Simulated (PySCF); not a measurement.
```xyz
3
charge 1 multiplicity 2, angstrom
S     0.0000    0.0000   -0.5144
F     1.1705    0.0000    0.4331
F    -1.1705    0.0000    0.4331
```

All numbers come from PySCF, UPBE0, basis S def2-TZVP, F def2-TZVP (no relativity, density fitting).

This geometry of SF₂⁺ is a stationary point at this level.

(1) What is the point group?

(2) Is it a minimum?

(3) List the harmonic modes with their infrared intensities.

(4) What are the dipole moment and the gap between the highest occupied and lowest empty levels of either spin?

(5) Give the ideal-gas entropy at 298.15 K and 1 bar by parts.

Results:

(1) C2v.

(2) Yes: all harmonic wavenumbers are real.

(3) 
| symmetry | ω (cm⁻¹) | IR (km/mol) |
| --- | --- | --- |
| a1 | 409 | 14.7 |
| a1 | 1006 | 79.5 |
| b2 | 1030 | 173 |

(4) 1.99 D about the centre of mass and 4.43 eV.

(5) translation 161.8, rotation 88.1, vibration 4.6, spin 5.8; total 260.3 J/(mol K).

This need not be the most stable arrangement of these atoms.
